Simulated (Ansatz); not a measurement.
Reaction: BP2H5 (SMILES PBP) → BPH3 (SMILES P[BH], doublet) + PH2 (SMILES [PH2], doublet) (the B-P bond breaks)
Each species at its own B3LYP-D3(BJ)/def2-TZVP minimum (Ansatz, a program for electronic structure).

Quantity: bond dissociation energy (electronic), in kJ/mol. Radicals and triplets start from unrestricted determinants; spin-orbit coupling is neglected. CBS(X,Y): correlation extrapolated as X^-3, Hartree-Fock from the larger set. A bracket is a step between two methods taken in the basis named. Functionals run without relativity, which enters their misses. Double hybrids freeze cores in their MP2 part. '+ core + X2C': CCSD(T) terms for core correlation (cc-pwCVTZ, 1s frozen past Ne) and scalar relativity (cc-pVTZ-DK).

CCSD(T)/CBS(cc-pV(T+d)Z,cc-pV(Q+d)Z) + [CCSDT(Q) - CCSD(T)]/cc-pV(D+d)Z + core + X2C (Ansatz) gives 370.1 kJ/mol.

Task: How far off this value is PBE/def2-TZVPD (Ansatz), in which direction, and which of these levels come nearer: r2SCAN/def2-TZVPD, B3LYP/def2-TZVPD, PBE0/def2-TZVPD, B2PLYP/def2-TZVPD, CCSD(T)/CBS(cc-pV(T+d)Z,cc-pV(Q+d)Z) + core + X2C?

Result: PBE gives 361.1 kJ/mol, 9.0 kJ/mol below it. Differences of the others: r2SCAN/def2-TZVPD (Ansatz) -22.7; B3LYP/def2-TZVPD (Ansatz) -26.5; PBE0/def2-TZVPD (Ansatz) -11.9; B2PLYP/def2-TZVPD (Ansatz) -15.7; CCSD(T)/CBS(cc-pV(T+d)Z,cc-pV(Q+d)Z) + core + X2C (Ansatz) 0.1 kJ/mol. Nearer than PBE: CCSD(T)/CBS(cc-pV(T+d)Z,cc-pV(Q+d)Z) + core + X2C.
